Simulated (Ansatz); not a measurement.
Input file:

```yaml
crystal:
  periodic: [false, false, false]
  atoms:
    - {symbol: Al, position_ang: [0.176418, 0.088969, 1.874527]}
    - {symbol: As, position_ang: [-0.030529, -0.042396, -0.691095]}
    - {symbol: H, position_ang: [-1.061609, 1.059715, 1.226399]}
    - {symbol: H, position_ang: [-0.373200, -1.380121, 2.462590]}
    - {symbol: H, position_ang: [0.258882, 1.275788, -1.243527]}
    - {symbol: H, position_ang: [-1.277335, -0.185623, -1.254625]}
basis:
  gaussian: {orbitals: cc-pVDZ}
magnetization: {spin_polarized: false, initial_magnetization: 2}
hamiltonian: {xc: pbe}
correlation: {method: sc_nevpt2, electrons: valence, active_space: {window: {electrons: 4, orbitals: 4}}}
```

```sh
$ ansatz run in.yaml --threads 1 --pin off --events-out ev --progress --plain --max-ram 2393MiB
```

Problem. One thing in this input was set wrong on purpose, beside settings that are merely unusual. What is the gravest fault, and what does the program do?

Solution. Active space on a functional. How the run ends: refused.
```
Error: invalid value for `correlation.active_space`: it starts from restricted Hartree–Fock orbitals; set hamiltonian.xc: hf without magnetization.spin_polarized
```
